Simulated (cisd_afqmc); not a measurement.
Input (AFQMC/CISD/aug-cc-pV(T+d)Z; cisd_afqmc is a phaseless AFQMC code with CISD trial states that reads the integrals written by Ansatz): A basis named .json is the Basis Set Exchange file of that set.

Ansatz 0.2 input:
```python
import cisd_afqmc

open("ham.yaml", "w").write("""\
crystal:
  periodic: [false, false, false]
  atoms:
    - {symbol: H, position_ang: [0.00000000, 0.00000000, 1.34062686]}
    - {symbol: Cl, position_ang: [-0.00000000, -0.00000000, -0.20325210]}
    - {symbol: H, position_ang: [0.00000000, 0.00000000, 2.11465892]}
basis:
  gaussian:
    orbitals: aug-cc-pV_T+d_Z.json
magnetization: {spin_polarized: true, initial_magnetization: 1}
correlation: {method: ccsd, electrons: outside_noble_gas, hamiltonian_folder: ham}
""")
rep = cisd_afqmc.ansatz("ham.yaml")
e_ccsd = rep["correlation"]["coupled_cluster"]["energy"]["hartree"]
out = cisd_afqmc.run("ham", e_ccsd, trial="CISD", walkers=100, populations=8, threads=8, dt=0.005, steps=40, early=24, settle=10, least=32,
    cut=5e-5, rank_cut=2e-4, target=0.0004, seconds=1500, seed=1, memory=12960, gpu=False)
```

Output:

```
orbitals 96, occupied [5, 4], factors 430 of 563, rank of the doubles 298 of 823
E(HF) = -460.586669
E(CCSD) on the cut factors = -460.827651, shift to the whole factors -0.000005
Energy of the trial state on the determinant = -460.827553
  tau behind 7.2 of longer steps, mean of the populations' last blocks
   2.0  -460.83777
   4.0  -460.83744
   6.0  -460.83702
   8.0  -460.83734
blocks 323 (0 outliers left out), error by blocks joined: 1: 0.00014, 2: 0.00017, 4: 0.00020, 8: 0.00023, 16: 0.00024
E(AFQMC/CISD) = -460.83714 +/- 0.00024
```

The determinant is spin-contaminated: <S^2> is 0.78, 0.03 over the pure value.
